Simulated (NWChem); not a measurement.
System: ethylamine (C$_{2}$H$_{7}$N); SMILES CCN

Input file for NWChem:

```
start job
memory heap 200 mb stack 900 mb global 1100 mb
geometry units angstroms noautoz
  C      0.257133    -1.234303    -0.036660
  C     -0.550611     0.048855     0.021743
  N      0.315113     1.209036    -0.076842
  H     -0.394639    -2.120851    -0.013795
  H      0.863657    -1.264657    -0.954275
  H      0.946343    -1.308474     0.821174
  H     -1.188702     0.030672     0.932941
  H     -1.249616     0.072622    -0.832095
  H     -0.232305     2.067003    -0.065718
  H      0.930145     1.256355     0.734456
end
basis spherical
  * library 3-21g
end
dft
  xc b3lyp
  iterations 150
  mulliken
end
task dft energy
```

All runs use the structure optimised with PBE0/def2-SVP.

Task: Predict the main results of this run. (B3LYP/3-21G.) Quantities: basis functions; energy (Ha); highest occupied level (eV); orbital gap (eV); dipole (D).

Result: 
```
Quantity                       Value
---------------------------  -------
number of basis functions         41
energy (Ha)                  -134.43
highest occupied level (eV)    -5.61
orbital gap (eV)                8.59
dipole (D)                      1.47
```
